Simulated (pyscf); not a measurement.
# Concerted two-bond exchange: HCl + Cl–CH•–Cl → Cl–CH•–Cl + HCl

Gas phase, doublet surface, charge 0. Bonds broken: Cl1–H4, C2–Cl6. Bonds formed: Cl1–C2, H4–Cl6. Structures and frequencies: ωB97X-D3(BJ)/def2-SVP in PySCF. Correlated levels are frozen-core, on RHF or UHF. ΔMP2 is the change of the MP2 total energy from the triple- to the quadruple-zeta basis.

Transition state (Å):

```xyz
6

Cl     0.1162     0.6921     0.3570
C     -1.7266    -0.1959    -0.5626
Cl    -1.6808    -1.5431    -1.5519
H     -0.7847     1.6429    -0.4933
H     -2.4266    -0.2665     0.2830
Cl    -2.0703     1.8762    -1.3498
```

One imaginary mode, 1477i cm⁻¹; descent along it reached the two sides named.

| bond | change | reactant side (Å) | saddle | product side |
|---|---|---|---|---|
| Cl1–H4 | breaks | 1.285 | 1.562 | 2.512 |
| C2–Cl6 | breaks | 1.711 | 2.243 | 3.7 |
| Cl1–C2 | forms | 3.7 | 2.243 | 1.710 |
| H4–Cl6 | forms | 2.515 | 1.562 | 1.285 |

Electronic energies relative to the separated reactants (kJ/mol):

| level | barrier | reaction energy | reverse barrier |
|---|---|---|---|
| ωB97X-D3(BJ)/def2-TZVP | 222.7 | 0.0 | 222.7 |
| PBE/def2-TZVP | 158.7 | 0.0 | 158.7 |
| r²SCAN/def2-TZVP | 174.0 | 0.0 | 174.0 |
| B3LYP-D3(BJ)/def2-TZVP | 184.0 | 0.0 | 184.0 |
| PBE0-D3(BJ)/def2-TZVP | 193.9 | 0.0 | 193.9 |
| M06-2X/def2-TZVP | 215.0 | 0.0 | 215.0 |
| ωB97M-D3(BJ)/def2-TZVP | 219.9 | 0.0 | 219.9 |
| HF/def2-TZVP | 315.5 | 0.0 | 315.5 |
| MP2/def2-QZVPP | 219.5 | 0.0 | 219.5 |
| CCSD/def2-TZVPP | 250.2 | 0.0 | 250.2 |
| CCSD(T)/def2-TZVPP | 225.3 | 0.0 | 225.3 |
| CCSD(T)/def2-TZVPP + ΔMP2(QZVPP) | 222.2 | 0.0 | 222.2 |

With CCSD(T)/def2-TZVPP + ΔMP2(QZVPP) energies and thermal terms (ideal gas, 1 atm, RRHO with modes under 100 cm⁻¹ raised to 100, one conformer, R ln 2 for chiral ones without a mode under 150 cm⁻¹), in kJ/mol:

```json
[
 {"T (K)": "298", "ΔH‡": "214.5", "ΔG‡": "255.4", "ΔH": "0.0", "ΔG": "0.0"},
 {"T (K)": "600", "ΔH‡": "215.3", "ΔG‡": "296.6", "ΔH": "0.0", "ΔG": "0.0"},
 {"T (K)": "900", "ΔH‡": "217.5", "ΔG‡": "336.8", "ΔH": "0.0", "ΔG": "0.0"},
 {"T (K)": "1200", "ΔH‡": "219.9", "ΔG‡": "376.2", "ΔH": "0.0", "ΔG": "0.0"}
]
```

The same reactants have a lower exit, to Cl–CH₂–Cl + Cl• (barrier +26.9 kJ/mol at ωB97M-D3(BJ), against +219.9 kJ/mol here). One saddle was located; it need not be the lowest between these sides. The CCSD(T) − MP2 part came from Ansatz, without density fitting, on the same reference.
